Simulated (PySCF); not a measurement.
Stepwise substitution at one centre (Al Cl-H). Gas-phase values, no solvent. Strings in code marks are SMILES.

Quantity: redistribution energy (mixed species minus the weighted end members), in kJ/mol.

Case: 2 of 3 Cl replaced by H: `[Cl][AlH2]`. The other species in the difference include `[Cl][Al]([Cl])[Cl]` (neutral, multiplicity 1). Geometry of `[AlH2][Cl]` (neutral, multiplicity 1, Å):

```xyz
4

Al    -0.1603     0.0085    -0.0009
Cl     1.9334    -0.1025     0.0115
H     -0.8126     1.4424    -0.0054
H     -0.9605    -1.3484    -0.0051
```

Question: Predict the redistribution energy (mixed species minus the weighted end members) from PBE-D3(BJ)/def2-TZVP // PBE0-D3(BJ)/def2-TZVP (PySCF).

Answer: -9.05 kJ/mol.
